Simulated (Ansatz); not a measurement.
Ideal-gas functions of BO (`[B]=O`) radical at 600 K and 1 bar, from an Ansatz frequency run at PBE0-D4/def2-TZVP.

Molar mass 26.81 g/mol, point group C∞v (symmetry number 1), electronic degeneracy 2, moments of inertia 9.299 u Å². Harmonic wavenumbers (cm⁻¹, unscaled): 1945.

Use S(trans) = R[1.5 ln M + 2.5 ln T − 1.1517]; rotational temperatures θ = 24.2544 K / I; S(rot) = R[ln(T/σθ) + 1]; for each mode x = 1.438777 ν̃/T, S = R[x/(eˣ − 1) − ln(1 − e⁻ˣ)] and H = RT x/(eˣ − 1); 1 cm⁻¹ = 0.0119627 kJ/mol; R = 8.31446 J/(mol·K).

Task: By hand: the entropy, in J/(mol·K).

Result: Translation 164.4. Rotation: θ = 2.6083 K, giving 53.5. Vibration, mode by mode: 0.45, in all 0.4. Electronic 5.8. Sum 224.1 J/(mol·K).

Task: By hand: H − E and G − E in kJ/mol, counted from the electronic energy.

Result: Zero-point energy ½ × 1945 × 0.0119627 = 11.6; thermal vibration 0.2; translation, rotation and pV give 3.5 RT = 17.5. H − E = 29.3 kJ/mol, and G − E = 29.3 − 600 × 224.1/1000 = -105.2 kJ/mol.

Vibration gives 0 % of the entropy; all modes have x over 3 and are hardly excited.
